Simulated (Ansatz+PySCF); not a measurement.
Results of a calculation; reference values are marked as such.
## PySCF 2.14.0 run

```python
from pyscf import gto, scf, mp

mol = gto.M(atom="""
C 0.000000 -0.277370 -1.372670
C 0.000000 0.625830 0.000000
C 0.000000 -0.277370 1.372670
H 0.000000 0.402780 -2.347990
H 0.958550 -0.981460 -1.426480
H -0.958550 -0.981460 -1.426480
H -0.949510 1.346880 0.000000
H 0.949510 1.346880 0.000000
H 0.000000 0.402780 2.347990
H -0.958550 -0.981460 1.426480
H 0.958550 -0.981460 1.426480
""", basis='def2-svp', charge=0, spin=0)
mf = scf.UHF(mol)
mf.kernel()
pt = mp.MP2(mf, frozen=3).run()
print(mf.e_tot, pt.e_corr, pt.e_tot)
```

The script is written out from the run's settings.

Results

```yaml
Converged: yes
Reference_energy: -118.12413 hartree
Correlation_energy: -0.45373 hartree
Total_energy: -118.57786 hartree
```
